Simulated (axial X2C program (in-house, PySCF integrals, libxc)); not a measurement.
# AlCl: computed against measured constants

All values were computed with an in-house relativistic program for diatomic molecules. Spin-free means the one-electron spin-free X2C Hamiltonian; two-component (2c) means X2C with spin–orbit coupling and atomic mean-field two-electron Coulomb and Gaunt terms, so the difference of the two also holds small scalar two-electron terms. Basis: Cl dyall-av3z [9s8p3d2f], Al dyall-v3z [8s8p2d1f] (cores contracted in-house); Gaussian nuclei, density fitting, unrestricted open shells. Masses: Cl 34.969 u, Al 26.982 u.

```json
{"Hamiltonian": "spin-free", "level": "PBE0", "Re (Å)": "2.155", "ωe (cm⁻¹)": "469.0", "ωexe (cm⁻¹)": "2.05", "De (eV)": "5.10"}
{"Hamiltonian": "spin-free", "level": "HF", "Re (Å)": "2.156", "ωe (cm⁻¹)": "473.0", "ωexe (cm⁻¹)": "2.2", "De (eV)": "3.96"}
{"Hamiltonian": "spin-free", "level": "MP2", "Re (Å)": "2.156", "ωe (cm⁻¹)": "474.9", "ωexe (cm⁻¹)": "2.05", "De (eV)": "5.29"}
{"Hamiltonian": "spin-free", "level": "CCSD", "Re (Å)": "2.156", "ωe (cm⁻¹)": "475.0", "ωexe (cm⁻¹)": "2.08", "De (eV)": "4.99"}
{"Hamiltonian": "spin-free", "level": "CCSD(T)", "Re (Å)": "2.158", "ωe (cm⁻¹)": "472.9", "ωexe (cm⁻¹)": "2.05", "De (eV)": "5.09"}
{"Hamiltonian": "spin-free", "level": "BLYP", "Re (Å)": "2.191", "ωe (cm⁻¹)": "435.7", "ωexe (cm⁻¹)": "2.01", "De (eV)": "5.02"}
{"Hamiltonian": "2c", "level": "PBE0", "Re (Å)": "2.155", "ωe (cm⁻¹)": "468.9", "ωexe (cm⁻¹)": "2.05", "De (eV)": "5.10"}
{"Hamiltonian": "2c", "level": "HF", "Re (Å)": "2.156", "ωe (cm⁻¹)": "472.9", "ωexe (cm⁻¹)": "2.2", "De (eV)": "3.90"}
{"Hamiltonian": "2c", "level": "MP2", "Re (Å)": "2.156", "ωe (cm⁻¹)": "474.8", "ωexe (cm⁻¹)": "2.05", "De (eV)": "5.25"}
{"Hamiltonian": "2c", "level": "CCSD", "Re (Å)": "2.156", "ωe (cm⁻¹)": "475.0", "ωexe (cm⁻¹)": "2.08", "De (eV)": "4.94"}
{"Hamiltonian": "2c", "level": "CCSD(T)", "Re (Å)": "2.159", "ωe (cm⁻¹)": "473.0", "ωexe (cm⁻¹)": "2.05", "De (eV)": "5.05"}
{"Hamiltonian": "2c", "level": "BLYP", "Re (Å)": "2.191", "ωe (cm⁻¹)": "435.5", "ωexe (cm⁻¹)": "2.01", "De (eV)": "5.01"}
```

De refers to Cl + Al.

Correlated methods: 10 electrons correlated (number of frozen shells: Cl 2 s, 1 p; Al 2 s, 1 p), 168 virtual spin orbitals or spinors in MP2, 90 natural virtuals in coupled cluster.

Measured (Huber and Herzberg, Constants of Diatomic Molecules, 1979; state 1Σ+): Re (Å) 2.13011, ωe (cm⁻¹) 481.3, ωexe (cm⁻¹) 1.95.

Problem. Work out the error of each level, computed minus measured.

Solution. 

```tsv
Hamiltonian	level	Re (Å)	ωe (cm⁻¹)	ωexe (cm⁻¹)
spin-free	PBE0	0.025	-12.3	0.10
spin-free	HF	0.026	-8.3	0.25
spin-free	MP2	0.026	-6.4	0.10
spin-free	CCSD	0.026	-6.3	0.13
spin-free	CCSD(T)	0.028	-8.4	0.10
spin-free	BLYP	0.061	-45.6	0.06
2c	PBE0	0.025	-12.4	0.10
2c	HF	0.026	-8.4	0.25
2c	MP2	0.026	-6.5	0.10
2c	CCSD	0.026	-6.3	0.13
2c	CCSD(T)	0.029	-8.3	0.10
2c	BLYP	0.061	-45.8	0.06
```

The state is a single determinant with fixed occupations, the lowest that a limited PBE0 search found. The closed shell is kept restricted, so the energy runs too high when the bond is stretched far. Dissociation energies refer to the lowest single-determinant-based atoms at the same level and basis. Coupled cluster ran in a truncated set of natural virtual spinors; the MP2 energy of the rest was added. (T) has no such correction and the atoms are truncated less, which lowers De at CCSD(T) by a hundredth of an eV or more. The 2c atoms are single determinants rather than J levels; their spin–orbit lowering is only partly caught, and De is too large by that part. This holds for PBE0, BLYP. Without a current term, density functionals place determinants with orbital angular momentum somewhat too high.
